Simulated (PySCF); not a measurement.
## C5H10: full NMR table

```yaml
Formula: C5H10
SMILES: C=CC(C)C
InChI: InChI=1S/C5H10/c1-4-5(2)3/h4-5H,1H2,2-3H3
Point_group_of_the_computed_structure: Cs
Degrees_of_unsaturation: 1
Carbon_signals: 4
Proton_signals: 5
```

Numbering as in the mapped SMILES `[CH2:1]=[CH:2][CH:3]([CH3:4])[CH3:5]` (H(Xn): hydrogen on atom n). Ha(C1) is cis to C3; Hb(C1) is trans to C3.

Theory: geometry: GFN2-xTB, shielding tensors at PBE0/pcSseg-1 (GIAO), B3LYP/pcJ-1 coupling constants (without the spin–dipole term), in PySCF 2.14 (gas phase, one conformer, non-relativistic Hamiltonian, one averaged value for each set of equivalent atoms).

Chemical shifts δ = σref − σ; ¹H (σref 31.72) and ¹³C (σref 186.93) vs TMS, all at this level.

| carbon | δC, type | δH (multiplicity, J in Hz) | HMBC from (abs. J ≥ 3 Hz) | span of the C tensor (ppm) |
| --- | --- | --- | --- | --- |
| C1 | 118.4, CH2 | Ha(C1) 5.37 (d, 17.4); Hb(C1) 5.13 (d, 11.2) | H(C3) | 199 |
| C2 | 155.8, CH | 5.95 (ddd, 17.4, 11.2, 10.0) | H(C4)/H(C5) | 238 |
| C3 | 40.3, CH | 2.13 (d of sept, 10.0, 6.9) | H(C2), Ha(C1), Hb(C1), H(C4)/H(C5) | 23 |
| C4/C5 | 25.4, CH3 | 1.05 (d, 6.9) | H(C2), H(C4)/H(C5) | 39 |

Selected couplings (Hz, signed; the shortest-range and largest first, 30 at most; isotopes ¹³C, ¹H): ¹J(C1,Hb(C1)) 162.3, ¹J(C1,Ha(C1)) 160.7, ¹J(C2,H(C2)) 157.6, ¹J(C3,H(C3)) 135.1, ¹J(C4,H(C4)) 132.2, ¹J(C1,C2) 77.8, ¹J(C2,C3) 42.6, ¹J(C3,C4) 33.7, ²J(C2,C4) -1.4, ²J(C1,C3) 1.3, ³J(Ha(C1),H(C2)) 17.4, ³J(Hb(C1),H(C2)) 11.2, ³J(H(C2),H(C3)) 10.0, ³J(H(C3),H(C4)) 6.9, ³J(C1,C4) 3.5.

Carbon types of the structure: 2 × CH, 1 × CH2, 2 × CH3, which accounts for all hydrogens. δC 155.8: alkene CH; an sp2 carbon of a C=C bond. δC 118.4: terminal =CH2 carbon; as expected for a trigonal carbon in a double bond. δC 40.3: allylic sp3 CH; a saturated carbon with 3 carbon neighbours and no heteroatom attached. δH 5.95: hydrogen on an alkene CH; olefinic region. δH 5.37, 5.13: hydrogen on a terminal =CH2 carbon; olefinic region. The protons at 5.37 and 5.95 share a coupling of 17.4 Hz (vicinal, trans across C=C). The protons at 5.13 and 5.95 share a coupling of 11.2 Hz (vicinal, cis across C=C). The protons at 2.13 and 1.05 share a coupling of 6.9 Hz (vicinal).

Multiplet labels drop couplings under 1 Hz and merge nearly equal ones. Unscaled 3J(H,H) at this level run about 10 % above measured values. Shifts are as computed. Against solution values, carbons near 30 ppm lie about +3 ppm off and those near 130 ppm about +5 ppm. Of 1211 compounds with measured shifts, 218 miss one by over three times the rms of a fit or turn the order of signals round; such compounds aren't used in these exercises. Couplings across =CH–CH2 type bonds come from one rotamer and its mirror image, and can be 1–2 Hz further off. 3J across rotatable bonds or in flexible rings reflects this conformer alone.
